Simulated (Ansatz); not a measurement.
# N2 (triplet): wB97M-V, B2PLYP over a scan of the distance N1–N2, 6-31G, part 1 of 2

How well do these functionals follow the top wave-function level for N2 (triplet) over a scan of the distance N1–N2?

The runs use Ansatz 0.2.0, Gaussian basis; 6-31G, all electrons in the functionals, frozen cores in the correlation of double hybrids and RPA.

The runs, in order: wB97M-V, B2PLYP, at 1.009 Å; 1.120 Å; 1.266 Å; 1.370 Å; 1.529 Å; 1.757 Å; 1.988 Å; 2.291 Å; 2.853 Å; 3.397 Å; 4.385 Å.

36 further runs of the same task are left out: 4 for a known fault of the program, 23 that didn't finish, 9 set aside as unsound or not needed. Runs told in other sessions of the task aren't counted.

**1. The geometry**

The geometry derives from a PBE0/def2-TZVP stationary point (not a proven minimum). One bond is set to the value named and the two fragments are kept rigid.

2 atoms, charge 0, spin multiplicity 3.

Atoms are counted from 1 here; the program's logs count them from 0.

Bond lengths: N1–N2 1.266 Å.

Coordinates:

```csv
atom,x (Å),y (Å),z (Å)
N1,0.00000,0.00000,0.00000
N2,0.00000,0.00000,1.26631
```

No dispersion term is added; wB97M-V holds VV10 nonlocal correlation.

The geometry shown and the zero of energy belong to the point 1.266 Å. The yardstick, FCI, and other wave-function levels (R restricted, U unrestricted, valence and pair active spaces) come from earlier runs.

**2. wB97M-V, 1.009 Å**

in.yaml reads:

```yaml
crystal:
  periodic: [false, false, false]
  atoms:
    - {symbol: N, position_ang: [0.000000, 0.000000, 0.000000]}
    - {symbol: N, position_ang: [0.000000, 0.000000, 1.009000]}
basis:
  gaussian: {orbitals: 6-31G}
magnetization: {spin_polarized: true, initial_magnetization: 2}
hamiltonian: {xc: {name: wB97M-V}}
output: {forces: true, orbitals: {seedname: orbitals}}
```

On the command line:

```
$ ansatz run in.yaml --threads 1 --pin off --events-out ev --progress --plain --max-ram 2393MiB
```

Log (excerpt; [...] marks lines left out):

```text
Functional definition: wB97M-V
  name "wB97M-V"
  cite "Mardirossian & Head-Gordon, J. Chem. Phys. 144, 214110 (2016) doi:10.1063/1.4952647"
  cite "Becke, J. Chem. Phys. 107, 8554 (1997) doi:10.1063/1.475007"
  cite "Vydrov & Van Voorhis, J. Chem. Phys. 133, 244103 (2010) doi:10.1063/1.3521275"
  # Of w^i u^j: cxij and so on, Table III.
[...]
  gx(w, u) = 1 - cx + cx01*u + cx10*w
  gss(w, u) = css00 + css04*u^4 + css10*w + css20*w^2 + css43*w^4*u^3
  gos(w, u) = cos00 + cos10*w + (cos20 + cos21*u)*w^2 + (cos60 + cos61*u)*w^6
[...]
      + integral(e_c_pw_mod_opposite_spin*gos(b97_w_opposite, b97_u_opposite)) + vv10(b, c)
268 factors; integrals over basis functions are off by at most 1.1e-4 eV
78 factors; integrals over basis functions are off by at most 2.8e-6 eV
[...]
mean field -2967.99359709 eV, -109.0717529148 hartree, gradient 3.3e-6 eV, S^2 2.002529; 1 other end points of the search recorded, 0 dependent functions left out
[...]
reference -2967.99360896 eV, -109.0717533509 hartree; 8, 6 occupied and 10, 12 virtual orbitals, 268 factors
Total energy: -2967.99360896 eV, -109.0717533509 hartree
Atom 0 at     0.000000     0.000000     0.000000 Å, force    -0.000000    -0.000000   -39.308472 eV/Å
Atom 1 at     0.000000     0.000000     1.009000 Å, force    -0.000000     0.000000    39.308472 eV/Å
Dipole moment:    -0.000000    -0.000000    -0.000000 e Å
```

It took 1.4 s on 1 thread of Arm Neoverse V1, shared host.

From the report: ⟨S²⟩ of the determinant 2.003 (pure triplet: 2.00).

**3. wB97M-V, 1.120 Å**

in.yaml: that of step 2 with these lines changed.

```diff
@@ -4,3 +4,3 @@
     - {symbol: N, position_ang: [0.000000, 0.000000, 0.000000]}
-    - {symbol: N, position_ang: [0.000000, 0.000000, 1.009000]}
+    - {symbol: N, position_ang: [0.000000, 0.000000, 1.120000]}
 basis:
```

Launched as before.

Log (excerpt; [...] marks lines left out):

```text
Functional definition: wB97M-V
  name "wB97M-V"
  cite "Mardirossian & Head-Gordon, J. Chem. Phys. 144, 214110 (2016) doi:10.1063/1.4952647"
  cite "Becke, J. Chem. Phys. 107, 8554 (1997) doi:10.1063/1.475007"
  cite "Vydrov & Van Voorhis, J. Chem. Phys. 133, 244103 (2010) doi:10.1063/1.3521275"
  # Of w^i u^j: cxij and so on, Table III.
[...]
  gx(w, u) = 1 - cx + cx01*u + cx10*w
  gss(w, u) = css00 + css04*u^4 + css10*w + css20*w^2 + css43*w^4*u^3
  gos(w, u) = cos00 + cos10*w + (cos20 + cos21*u)*w^2 + (cos60 + cos61*u)*w^6
[...]
      + integral(e_c_pw_mod_opposite_spin*gos(b97_w_opposite, b97_u_opposite)) + vv10(b, c)
269 factors; integrals over basis functions are off by at most 5.1e-5 eV
78 factors; integrals over basis functions are off by at most 2.7e-6 eV
[...]
mean field -2970.72747879 eV, -109.1722212140 hartree, gradient 4.0e-6 eV, S^2 2.003693; 2 other end points of the search recorded, 0 dependent functions left out
[...]
reference -2970.72749083 eV, -109.1722216566 hartree; 8, 6 occupied and 10, 12 virtual orbitals, 269 factors
Total energy: -2970.72749083 eV, -109.1722216566 hartree
Atom 0 at     0.000000     0.000000     0.000000 Å, force     0.000000    -0.000000   -12.916157 eV/Å
Atom 1 at     0.000000     0.000000     1.120000 Å, force    -0.000000    -0.000000    12.916157 eV/Å
Dipole moment:    -0.000000     0.000000    -0.000000 e Å
```

It took 1.5 s on 1 thread of Arm Neoverse V1, shared host.

From the report: ⟨S²⟩ of the determinant 2.004 (pure triplet: 2.00).

**4. wB97M-V, 1.266 Å**

in.yaml: that of step 3 with these lines changed.

```diff
@@ -4,3 +4,3 @@
     - {symbol: N, position_ang: [0.000000, 0.000000, 0.000000]}
-    - {symbol: N, position_ang: [0.000000, 0.000000, 1.120000]}
+    - {symbol: N, position_ang: [0.000000, 0.000000, 1.266308]}
 basis:
```

Launched as before.

Log (excerpt; [...] marks lines left out):

```text
Functional definition: wB97M-V
  name "wB97M-V"
  cite "Mardirossian & Head-Gordon, J. Chem. Phys. 144, 214110 (2016) doi:10.1063/1.4952647"
  cite "Becke, J. Chem. Phys. 107, 8554 (1997) doi:10.1063/1.475007"
  cite "Vydrov & Van Voorhis, J. Chem. Phys. 133, 244103 (2010) doi:10.1063/1.3521275"
  # Of w^i u^j: cxij and so on, Table III.
[...]
  gx(w, u) = 1 - cx + cx01*u + cx10*w
  gss(w, u) = css00 + css04*u^4 + css10*w + css20*w^2 + css43*w^4*u^3
  gos(w, u) = cos00 + cos10*w + (cos20 + cos21*u)*w^2 + (cos60 + cos61*u)*w^6
[...]
      + integral(e_c_pw_mod_opposite_spin*gos(b97_w_opposite, b97_u_opposite)) + vv10(b, c)
269 factors; integrals over basis functions are off by at most 5.2e-5 eV
78 factors; integrals over basis functions are off by at most 3.0e-6 eV
[...]
mean field -2971.82424514 eV, -109.2125266341 hartree, gradient 8.8e-6 eV, S^2 2.001794; 3 other end points of the search recorded, 0 dependent functions left out
[...]
reference -2971.82425727 eV, -109.2125270799 hartree; 8, 6 occupied and 10, 12 virtual orbitals, 269 factors
Total energy: -2971.82425727 eV, -109.2125270799 hartree
Atom 0 at     0.000000     0.000000     0.000000 Å, force    -0.000000    -0.000000    -2.263335 eV/Å
Atom 1 at     0.000000     0.000000     1.266308 Å, force    -0.000000     0.000000     2.263335 eV/Å
Dipole moment:     0.000000    -0.000000     0.000000 e Å
```

Run time: 2.8 s. Hardware: 1 thread of Arm Neoverse V1, shared host.

From the report: ⟨S²⟩ of the determinant 2.002 (pure triplet: 2.00).

**5. wB97M-V, 1.370 Å**

in.yaml: that of step 4 with these lines changed.

```diff
@@ -4,3 +4,3 @@
     - {symbol: N, position_ang: [0.000000, 0.000000, 0.000000]}
-    - {symbol: N, position_ang: [0.000000, 0.000000, 1.266308]}
+    - {symbol: N, position_ang: [0.000000, 0.000000, 1.370000]}
 basis:
```

Launched as before.

Log (excerpt; [...] marks lines left out):

```text
Functional definition: wB97M-V
  name "wB97M-V"
  cite "Mardirossian & Head-Gordon, J. Chem. Phys. 144, 214110 (2016) doi:10.1063/1.4952647"
  cite "Becke, J. Chem. Phys. 107, 8554 (1997) doi:10.1063/1.475007"
  cite "Vydrov & Van Voorhis, J. Chem. Phys. 133, 244103 (2010) doi:10.1063/1.3521275"
  # Of w^i u^j: cxij and so on, Table III.
[...]
  gx(w, u) = 1 - cx + cx01*u + cx10*w
  gss(w, u) = css00 + css04*u^4 + css10*w + css20*w^2 + css43*w^4*u^3
  gos(w, u) = cos00 + cos10*w + (cos20 + cos21*u)*w^2 + (cos60 + cos61*u)*w^6
[...]
      + integral(e_c_pw_mod_opposite_spin*gos(b97_w_opposite, b97_u_opposite)) + vv10(b, c)
267 factors; integrals over basis functions are off by at most 1.3e-4 eV
78 factors; integrals over basis functions are off by at most 3.2e-6 eV
[...]
mean field -2971.74089483 eV, -109.2094635665 hartree, gradient 2.5e-5 eV, S^2 2.001775; 4 other end points of the search recorded, 0 dependent functions left out
[...]
reference -2971.74090712 eV, -109.2094640182 hartree; 8, 6 occupied and 10, 12 virtual orbitals, 267 factors
Total energy: -2971.74090712 eV, -109.2094640182 hartree
Atom 0 at     0.000000     0.000000     0.000000 Å, force     0.000000    -0.000000     3.227081 eV/Å
Atom 1 at     0.000000     0.000000     1.370000 Å, force    -0.000000     0.000000    -3.227081 eV/Å
Dipole moment:     0.000000    -0.000000    -0.000000 e Å
```

It took 2.6 s on 1 thread of Arm Neoverse V1, shared host.

From the report: ⟨S²⟩ of the determinant 2.002 (pure triplet: 2.00).

From 1.266 Å: +0.083 eV.

**6. wB97M-V, 1.529 Å**

in.yaml reads:

```yaml
crystal:
  periodic: [false, false, false]
  atoms:
    - {symbol: N, position_ang: [0.000000, 0.000000, 0.000000]}
    - {symbol: N, position_ang: [0.000000, 0.000000, 1.529000]}
basis:
  gaussian: {orbitals: 6-31G}
magnetization: {spin_polarized: true, initial_magnetization: 2}
hamiltonian: {xc: {name: wB97M-V}}
output: {orbitals: {seedname: orbitals}}
```

Same command.

Log (excerpt; [...] marks lines left out):

```text
Functional definition: wB97M-V
  name "wB97M-V"
  cite "Mardirossian & Head-Gordon, J. Chem. Phys. 144, 214110 (2016) doi:10.1063/1.4952647"
  cite "Becke, J. Chem. Phys. 107, 8554 (1997) doi:10.1063/1.475007"
  cite "Vydrov & Van Voorhis, J. Chem. Phys. 133, 244103 (2010) doi:10.1063/1.3521275"
  # Of w^i u^j: cxij and so on, Table III.
[...]
  gx(w, u) = 1 - cx + cx01*u + cx10*w
  gss(w, u) = css00 + css04*u^4 + css10*w + css20*w^2 + css43*w^4*u^3
  gos(w, u) = cos00 + cos10*w + (cos20 + cos21*u)*w^2 + (cos60 + cos61*u)*w^6
[...]
      + integral(e_c_pw_mod_opposite_spin*gos(b97_w_opposite, b97_u_opposite)) + vv10(b, c)
267 factors; integrals over basis functions are off by at most 6.4e-5 eV
78 factors; integrals over basis functions are off by at most 3.1e-6 eV
[...]
mean field -2970.91328703 eV, -109.1790495412 hartree, gradient 1.6e-5 eV, S^2 2.103829; 6 other end points of the search recorded, 0 dependent functions left out
reference -2970.91329959 eV, -109.1790500026 hartree; 8, 6 occupied and 10, 12 virtual orbitals, 267 factors
Total energy: -2970.91329959 eV, -109.1790500026 hartree
```

Run time: 3.1 s. Hardware: 1 thread of Arm Neoverse V1, shared host.

From the report: ⟨S²⟩ of the determinant 2.104 (pure triplet: 2.00).

From 1.266 Å: +0.911 eV.

**7. wB97M-V, 1.757 Å**

in.yaml reads:

```yaml
crystal:
  periodic: [false, false, false]
  atoms:
    - {symbol: N, position_ang: [0.000000, 0.000000, 0.000000]}
    - {symbol: N, position_ang: [0.000000, 0.000000, 1.757000]}
basis:
  gaussian: {orbitals: 6-31G}
magnetization: {spin_polarized: true, initial_magnetization: 2}
hamiltonian: {xc: {name: wB97M-V}}
output: {forces: true, orbitals: {seedname: orbitals}}
```

The command is unchanged.

Log (excerpt; [...] marks lines left out):

```text
Functional definition: wB97M-V
  name "wB97M-V"
  cite "Mardirossian & Head-Gordon, J. Chem. Phys. 144, 214110 (2016) doi:10.1063/1.4952647"
  cite "Becke, J. Chem. Phys. 107, 8554 (1997) doi:10.1063/1.475007"
  cite "Vydrov & Van Voorhis, J. Chem. Phys. 133, 244103 (2010) doi:10.1063/1.3521275"
  # Of w^i u^j: cxij and so on, Table III.
[...]
  gx(w, u) = 1 - cx + cx01*u + cx10*w
  gss(w, u) = css00 + css04*u^4 + css10*w + css20*w^2 + css43*w^4*u^3
  gos(w, u) = cos00 + cos10*w + (cos20 + cos21*u)*w^2 + (cos60 + cos61*u)*w^6
[...]
      + integral(e_c_pw_mod_opposite_spin*gos(b97_w_opposite, b97_u_opposite)) + vv10(b, c)
264 factors; integrals over basis functions are off by at most 2.0e-4 eV
78 factors; integrals over basis functions are off by at most 2.8e-6 eV
[...]
mean field -2969.78751845 eV, -109.1376783089 hartree, gradient 1.6e-5 eV, S^2 2.762239; 8 other end points of the search recorded, 0 dependent functions left out
[...]
reference -2969.78753133 eV, -109.1376787820 hartree; 8, 6 occupied and 10, 12 virtual orbitals, 264 factors
Total energy: -2969.78753133 eV, -109.1376787820 hartree
Atom 0 at     0.000000     0.000000     0.000000 Å, force     0.000000    -0.000000     4.077886 eV/Å
Atom 1 at     0.000000     0.000000     1.757000 Å, force     0.000000     0.000000    -4.077886 eV/Å
Dipole moment:    -0.000000     0.000000     0.008554 e Å
```

Wall time 5.5 s (1 thread of Arm Neoverse V1, shared host).

From the report: ⟨S²⟩ of the determinant 2.762 (pure triplet: 2.00). The determinant of wB97M-V (⟨S²⟩ 2.76) is far from a pure spin state, so its energy mixes those of several spin states; that is harmless only where they are near-degenerate.

From 1.266 Å: +2.037 eV.

**8. wB97M-V, 1.988 Å**

in.yaml: that of step 7 with these lines changed.

```diff
@@ -4,3 +4,3 @@
     - {symbol: N, position_ang: [0.000000, 0.000000, 0.000000]}
-    - {symbol: N, position_ang: [0.000000, 0.000000, 1.757000]}
+    - {symbol: N, position_ang: [0.000000, 0.000000, 1.988000]}
 basis:
```

Launched as before.

Log (excerpt; [...] marks lines left out):

```text
Functional definition: wB97M-V
  name "wB97M-V"
  cite "Mardirossian & Head-Gordon, J. Chem. Phys. 144, 214110 (2016) doi:10.1063/1.4952647"
  cite "Becke, J. Chem. Phys. 107, 8554 (1997) doi:10.1063/1.475007"
  cite "Vydrov & Van Voorhis, J. Chem. Phys. 133, 244103 (2010) doi:10.1063/1.3521275"
  # Of w^i u^j: cxij and so on, Table III.
[...]
  gx(w, u) = 1 - cx + cx01*u + cx10*w
  gss(w, u) = css00 + css04*u^4 + css10*w + css20*w^2 + css43*w^4*u^3
  gos(w, u) = cos00 + cos10*w + (cos20 + cos21*u)*w^2 + (cos60 + cos61*u)*w^6
[...]
      + integral(e_c_pw_mod_opposite_spin*gos(b97_w_opposite, b97_u_opposite)) + vv10(b, c)
264 factors; integrals over basis functions are off by at most 1.2e-4 eV
78 factors; integrals over basis functions are off by at most 3.2e-6 eV
[...]
mean field -2969.04084837 eV, -109.1102386895 hartree, gradient 1.9e-5 eV, S^2 3.244479; 10 other end points of the search recorded, 0 dependent functions left out
[...]
reference -2969.04086156 eV, -109.1102391741 hartree; 8, 6 occupied and 10, 12 virtual orbitals, 264 factors
Total energy: -2969.04086156 eV, -109.1102391741 hartree
Atom 0 at     0.000000     0.000000     0.000000 Å, force     0.000000     0.000000     2.304646 eV/Å
Atom 1 at     0.000000     0.000000     1.988000 Å, force     0.000000     0.000000    -2.304646 eV/Å
Dipole moment:    -0.000000    -0.000000     0.012464 e Å
```

Run time: 6.5 s. Hardware: 1 thread of Arm Neoverse V1, shared host.

From the report: ⟨S²⟩ of the determinant 3.244 (pure triplet: 2.00). The determinant of wB97M-V (⟨S²⟩ 3.24) is far from a pure spin state, so its energy mixes those of several spin states; that is harmless only where they are near-degenerate.

From 1.266 Å: +2.783 eV.

**9. wB97M-V, 2.291 Å**

in.yaml: that of step 8 with these lines changed.

```diff
@@ -4,3 +4,3 @@
     - {symbol: N, position_ang: [0.000000, 0.000000, 0.000000]}
-    - {symbol: N, position_ang: [0.000000, 0.000000, 1.988000]}
+    - {symbol: N, position_ang: [0.000000, 0.000000, 2.291000]}
 basis:
```

Launched as before.

Log (excerpt; [...] marks lines left out):

```text
Functional definition: wB97M-V
  name "wB97M-V"
  cite "Mardirossian & Head-Gordon, J. Chem. Phys. 144, 214110 (2016) doi:10.1063/1.4952647"
  cite "Becke, J. Chem. Phys. 107, 8554 (1997) doi:10.1063/1.475007"
  cite "Vydrov & Van Voorhis, J. Chem. Phys. 133, 244103 (2010) doi:10.1063/1.3521275"
  # Of w^i u^j: cxij and so on, Table III.
[...]
  gx(w, u) = 1 - cx + cx01*u + cx10*w
  gss(w, u) = css00 + css04*u^4 + css10*w + css20*w^2 + css43*w^4*u^3
  gos(w, u) = cos00 + cos10*w + (cos20 + cos21*u)*w^2 + (cos60 + cos61*u)*w^6
[...]
      + integral(e_c_pw_mod_opposite_spin*gos(b97_w_opposite, b97_u_opposite)) + vv10(b, c)
264 factors; integrals over basis functions are off by at most 2.1e-4 eV
78 factors; integrals over basis functions are off by at most 3.1e-6 eV
[...]
mean field -2968.61518475 eV, -109.0945958399 hartree, gradient 3.0e-6 eV, S^2 3.711572; 11 other end points of the search recorded, 0 dependent functions left out
[...]
reference -2968.61519833 eV, -109.0945963390 hartree; 8, 6 occupied and 10, 12 virtual orbitals, 264 factors
Total energy: -2968.61519833 eV, -109.0945963390 hartree
Atom 0 at     0.000000     0.000000     0.000000 Å, force     0.000000    -0.000000     0.785946 eV/Å
Atom 1 at     0.000000     0.000000     2.291000 Å, force     0.000000     0.000000    -0.785946 eV/Å
Dipole moment:    -0.000000    -0.000000    -0.006481 e Å
```

It took 8 s on 1 thread of Arm Neoverse V1, shared host.

From the report: ⟨S²⟩ of the determinant 3.712 (pure triplet: 2.00). The determinant of wB97M-V (⟨S²⟩ 3.71) is far from a pure spin state, so its energy mixes those of several spin states; that is harmless only where they are near-degenerate.

From 1.266 Å: +3.209 eV.

**10. wB97M-V, 2.853 Å**

in.yaml: that of step 9 with these lines changed.

```diff
@@ -4,3 +4,3 @@
     - {symbol: N, position_ang: [0.000000, 0.000000, 0.000000]}
-    - {symbol: N, position_ang: [0.000000, 0.000000, 2.291000]}
+    - {symbol: N, position_ang: [0.000000, 0.000000, 2.853000]}
 basis:
```

The command is unchanged.

Log (excerpt; [...] marks lines left out):

```text
Functional definition: wB97M-V
  name "wB97M-V"
  cite "Mardirossian & Head-Gordon, J. Chem. Phys. 144, 214110 (2016) doi:10.1063/1.4952647"
  cite "Becke, J. Chem. Phys. 107, 8554 (1997) doi:10.1063/1.475007"
  cite "Vydrov & Van Voorhis, J. Chem. Phys. 133, 244103 (2010) doi:10.1063/1.3521275"
  # Of w^i u^j: cxij and so on, Table III.
[...]
  gx(w, u) = 1 - cx + cx01*u + cx10*w
  gss(w, u) = css00 + css04*u^4 + css10*w + css20*w^2 + css43*w^4*u^3
  gos(w, u) = cos00 + cos10*w + (cos20 + cos21*u)*w^2 + (cos60 + cos61*u)*w^6
[...]
      + integral(e_c_pw_mod_opposite_spin*gos(b97_w_opposite, b97_u_opposite)) + vv10(b, c)
264 factors; integrals over basis functions are off by at most 1.9e-4 eV
78 factors; integrals over basis functions are off by at most 1.7e-6 eV
[...]
mean field -2968.39037491 eV, -109.0863342307 hartree, gradient 2.3e-8 eV, S^2 3.955366; 10 other end points of the search recorded, 0 dependent functions left out
[...]
reference -2968.39038929 eV, -109.0863347590 hartree; 8, 6 occupied and 10, 12 virtual orbitals, 264 factors
Total energy: -2968.39038929 eV, -109.0863347590 hartree
Atom 0 at     0.000000     0.000000     0.000000 Å, force    -0.000000     0.000000     0.197400 eV/Å
Atom 1 at     0.000000     0.000000     2.853000 Å, force    -0.000000    -0.000000    -0.197400 eV/Å
Dipole moment:    -0.000000    -0.000000    -0.000369 e Å
```

Wall time 13 s (1 thread of Arm Neoverse V1, shared host).

From the report: ⟨S²⟩ of the determinant 3.955 (pure triplet: 2.00). The determinant of wB97M-V (⟨S²⟩ 3.96) is far from a pure spin state, so its energy mixes those of several spin states; that is harmless only where they are near-degenerate.

From 1.266 Å: +3.434 eV.

**11. wB97M-V, 3.397 Å**

in.yaml reads:

```yaml
crystal:
  periodic: [false, false, false]
  atoms:
    - {symbol: N, position_ang: [0.000000, 0.000000, 0.000000]}
    - {symbol: N, position_ang: [0.000000, 0.000000, 3.397000]}
basis:
  gaussian: {orbitals: 6-31G}
magnetization: {spin_polarized: true, initial_magnetization: 2}
hamiltonian: {xc: {name: wB97M-V}}
output: {orbitals: {seedname: orbitals}}
```

Launched as before.

Log (excerpt; [...] marks lines left out):

```text
Functional definition: wB97M-V
  name "wB97M-V"
  cite "Mardirossian & Head-Gordon, J. Chem. Phys. 144, 214110 (2016) doi:10.1063/1.4952647"
  cite "Becke, J. Chem. Phys. 107, 8554 (1997) doi:10.1063/1.475007"
  cite "Vydrov & Van Voorhis, J. Chem. Phys. 133, 244103 (2010) doi:10.1063/1.3521275"
  # Of w^i u^j: cxij and so on, Table III.
[...]
  gx(w, u) = 1 - cx + cx01*u + cx10*w
  gss(w, u) = css00 + css04*u^4 + css10*w + css20*w^2 + css43*w^4*u^3
  gos(w, u) = cos00 + cos10*w + (cos20 + cos21*u)*w^2 + (cos60 + cos61*u)*w^6
[...]
      + integral(e_c_pw_mod_opposite_spin*gos(b97_w_opposite, b97_u_opposite)) + vv10(b, c)
264 factors; integrals over basis functions are off by at most 3.5e-4 eV
78 factors; integrals over basis functions are off by at most 1.9e-6 eV
[...]
mean field -2968.32282758 eV, -109.0838519122 hartree, gradient 2.6e-6 eV, S^2 3.994644; 8 other end points of the search recorded, 0 dependent functions left out
reference -2968.32284281 eV, -109.0838524719 hartree; 8, 6 occupied and 10, 12 virtual orbitals, 264 factors
Total energy: -2968.32284281 eV, -109.0838524719 hartree
```

Run time: 13 s. Hardware: 1 thread of Arm Neoverse V1, shared host.

From the report: ⟨S²⟩ of the determinant 3.995 (pure triplet: 2.00). The determinant of wB97M-V (⟨S²⟩ 3.99) is far from a pure spin state, so its energy mixes those of several spin states; that is harmless only where they are near-degenerate.

From 1.266 Å: +3.501 eV.

(Continued in part 2 of 2.)
